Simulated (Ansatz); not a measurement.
Mulliken charges of C2H6S2, SMILES `CSSC` from r2SCAN/def2-TZVPP in Ansatz (PBE0-D4/def2-TZVP geometry).

```json
{"atom": "C1", "x (Å)": "-1.051", "y (Å)": "1.502", "z (Å)": "-0.317", "charge (e)": "-0.144"}
{"atom": "S2", "x (Å)": "0.740", "y (Å)": "1.357", "z (Å)": "-0.154", "charge (e)": "-0.092"}
{"atom": "S3", "x (Å)": "0.968", "y (Å)": "-0.120", "z (Å)": "1.217", "charge (e)": "-0.092"}
{"atom": "C4", "x (Å)": "0.915", "y (Å)": "-1.625", "z (Å)": "0.222", "charge (e)": "-0.144"}
{"atom": "H5", "x (Å)": "-1.485", "y (Å)": "0.595", "z (Å)": "-0.738", "charge (e)": "0.073"}
{"atom": "H6", "x (Å)": "-1.506", "y (Å)": "1.727", "z (Å)": "0.647", "charge (e)": "0.086"}
{"atom": "H7", "x (Å)": "-1.229", "y (Å)": "2.332", "z (Å)": "-1.004", "charge (e)": "0.078"}
{"atom": "H8", "x (Å)": "1.096", "y (Å)": "-2.453", "z (Å)": "0.911", "charge (e)": "0.078"}
{"atom": "H9", "x (Å)": "-0.061", "y (Å)": "-1.758", "z (Å)": "-0.243", "charge (e)": "0.073"}
{"atom": "H10", "x (Å)": "1.697", "y (Å)": "-1.609", "z (Å)": "-0.537", "charge (e)": "0.086"}
```

Question: By hand: the dipole of these point charges (1 e Å = 4.8032 D).

Answer: Σ q r = (-0.244, -0.180, -0.154) e Å, of length 0.340 e Å = 1.63 D.

Question: How does the dipole of the full density compare? (An estimate is asked.)

Answer: Ansatz gave: (-0.311, -0.230, -0.196) e Å, 2.08 D; the point charges give 0.78 times that, at 0° from its direction.

Point charges leave out the atoms' own dipoles, such as those of lone pairs, and Mulliken's split depends on the basis, so the two needn't agree.
